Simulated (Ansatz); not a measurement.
Geometry optimisation, RKS PBE0-D4/def2-SVP in Ansatz 0.2.0.

Input file:

```yaml
crystal:
  periodic: [false, false, false]
  atoms:
    - { symbol: B, position_ang: [0.0, 0.0, 0.0] }
    - { symbol: O, position_ang: [0.9238, 0.0, 1.3186] }
    - { symbol: H, position_ang: [0.0143, -0.2814, 1.6557] }
    - { symbol: H, position_ang: [1.3899, 0.0, 0.0173] }
    - { symbol: "N", position_ang: [-1.3423, 0.0, -0.775] }
    - { symbol: H, position_ang: [-2.0112, -0.8164, -0.6764] }
    - { symbol: H, position_ang: [-1.5914, 0.8164, -1.4036] }
basis:
  gaussian: { orbitals: def2-SVP }
hamiltonian:
  xc: pbe0
  dispersion: d4
relax:
  f_tol: 0.15
  max_steps: 25
  restrain:
    - { distance: [1, 3], at: 2.21, k: 30.0 }
    - { distance: [0, 1], at: 1.41, k: 30.0 }
    - { distance: [0, 3], at: 1.19, k: 30.0 }
output:
  orbitals: {}
```

Run as:

```bash
$ ansatz run input.yaml --threads 1 --pin off --max-ram 2048MiB --backend cpu --events-out ev --progress --plain --runs-dir out
```

Question: Where does it end, and by what steps?

Answer: It converged. The restraints hold the end off the free minimum. After 8 steps the energy has fallen by 6.743 eV (the restraints' own energy left out); H4 moved furthest, 0.84 Å.

```
step  energy less start (eV)  largest force component (eV/Å)  accepted
   0                  0.0000                           7.486       yes
   1                 -2.3264                           3.792       yes
   2                 -3.8211                           4.880       yes
   3                 -5.3648                           3.157       yes
   4                 -6.2257                           1.239       yes
   5                 -6.5189                           1.180       yes
   6                 -6.6926                           0.813       yes
   7                 -6.7379                           0.800       yes
   8                 -6.7430                           0.894       yes
```

```xyz
7
Properties=species:S:1:pos:R:3
B 0.226 0.076 -0.010
O 0.461 -0.246 1.317
H -0.331 -0.520 1.791
H 1.169 0.439 -0.658
N -1.048 0.006 -0.603
H -1.892 -0.290 -0.129
H -1.200 0.254 -1.570
```

The run took 8.8 s on 1 thread of Intel(R) Xeon(R) 6975P-C (Granite Rapids), on a shared host, peak memory 0.15 GiB.
